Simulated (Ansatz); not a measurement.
# CH2ClF: the cost of one run

Program: Ansatz 0.2.0. Level of theory: the levels named in each step. These are calculated values, not measurements.

## Step 1: The structure to begin with

Bond lengths: F1–C2 1.350 Å, C2–Cl3 1.777 Å, C2–H4 1.093 Å, C2–H5 1.093 Å. Angles: F1–C2–Cl3 110.0°, F1–C2–H4 108.3°, F1–C2–H5 108.3°, Cl3–C2–H4 108.8°, Cl3–C2–H5 108.8°, H4–C2–H5 112.7°.

As a file:

```xyz
5

F    -1.3709    0.7265   -0.0608
C    -0.7202   -0.4490    0.0682
Cl    1.0350   -0.1812    0.0016
H    -0.9744   -0.8765    1.0419
H    -1.0098   -1.0945   -0.7653
```

## Step 2: A rough first relaxation, PBE-D4/def2-SVP

This run stands in another session on the same molecule. It ended at:

```xyz
5

F    -1.3913    0.7488   -0.0631
C    -0.7310   -0.4308    0.0663
Cl    1.0469   -0.1948    0.0030
H    -0.9647   -0.8892    1.0494
H    -1.0003   -1.1086   -0.7700
```

## Step 3: Relaxation, PBE0-D4/def2-TZVPP

This run stands in another session on the same molecule. It ended at:

```xyz
5

F    -1.3781    0.7368   -0.0619
C    -0.7249   -0.4424    0.0676
Cl    1.0225   -0.1924    0.0032
H    -0.9624   -0.8801    1.0354
H    -0.9975   -1.0965   -0.7586
```

## Step 4: Frequencies, PBE0-D4/def2-TZVPP

input.yaml reads:

```yaml
crystal:
  periodic: [false, false, false]
  atoms:
    - { symbol: F, position_ang: [-1.37807033, 0.73683915, -0.06191076] }
    - { symbol: C, position_ang: [-0.72485333, -0.4424392, 0.06755625] }
    - { symbol: Cl, position_ang: [1.02246621, -0.19241642, 0.00319284] }
    - { symbol: H, position_ang: [-0.96235689, -0.88009947, 1.03543085] }
    - { symbol: H, position_ang: [-0.99747565, -1.09651408, -0.75863919] }
basis:
  gaussian: { orbitals: def2-TZVPP }
hamiltonian:
  xc: pbe0
  dispersion: d4
phonons: {}
```

On the command line:

```sh
$ ansatz run input.yaml --threads 4 --pin off --max-ram 10240MiB --backend cpu --events-out ev --progress --plain --runs-dir out
```

**Question.** How long does this run take on 4 threads of Intel Xeon Platinum 8488C (Sapphire Rapids), shared host, and how much memory does it need?

About 8.9 s, with a peak of 0.23 GiB.
